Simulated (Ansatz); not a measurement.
**BH₄, doublet: how well a Morse curve fills in a stretch**

Starting geometry (PBE0/def2-TZVP stationary point for this spin, which needn't be the lowest; state A1):

```tsv
atom	x (Å)	y (Å)	z (Å)
B	0.0000	0.0000	0.0000
H	0.4147	0.8125	0.8107
H	-0.4243	-0.8077	0.8105
H	-0.4128	0.8086	-0.8154
H	0.4225	-0.8134	-0.8057
```

Atom H5 moves along the line of the distance B1-H5, all else staying in place. Energies are in eV from the starting point at each level.

Basis 6-31G; Ansatz 0.2.0. Only valence electrons are correlated (noble-gas cores frozen).

Full CI is exact within this basis and frozen core; it isn't the basis-set limit.

```tsv
distance B1-H5 (Å)	full CI	PBE
0.997	0.844	0.820
1.081	0.297	0.284
1.220	0.000	0.000
1.349	0.090	0.107
1.470	0.311	0.359
1.692	?	?
1.927	1.080	1.468
2.286	1.228	1.911
2.669	1.242	2.056
3.318	1.238	2.117
4.208	1.240	2.137
```

A Morse curve E(r) = E0 + De (1 − exp(−a (r − re)))² is laid through the three points about the minimum (1.081, 1.220, 1.349 Å), with E0 + De set to the last point:

| level | re (Å) | a (1/Å) | E0 (eV) | De (eV) | k = 2 De a² (eV/Å²) |
| --- | --- | --- | --- | --- | --- |
| full CI | 1.231 | 2.666 | -0.001 | 1.241 | 17.6 |
| PBE | 1.229 | 2.109 | -0.001 | 2.138 | 19.0 |

Use the full-CI fit to predict the withheld energy at 1.692 Å.

exp(−2.666 × (1.692 − 1.231)) = 0.2926; E = -0.001 + 1.241 × (1 − 0.2926)² = 0.620 eV. Full CI in 6-31G gives 0.766 eV, so the Morse form is 0.146 eV too low there (11.8 % of De). So large a miss says that the curve isn't Morse-like here, as when the state changes its character along the stretch. At the other points past the fit it misses by up to 0.20 eV (at 1.927 Å), so the curve isn't Morse-like throughout. PBE gives 0.935 eV.

Kohn–Sham is unrestricted where that lies lower.

De here is the energy of pulling rigid fragments apart in this basis, without relaxation or zero-point terms. The set has no polarisation functions, so bonds come out too long and too weak, lengths by little and strengths by some 10 % for bonds to hydrogen. PBE's well is off by more than the basis explains; semilocal functionals spread charge over stretched fragments.

In so small a basis the reference is far from its limit while semilocal and hybrid functionals are nearer theirs, so the functionals' errors here hold much of the reference's basis and frozen-core error, which can add to them or hide them.
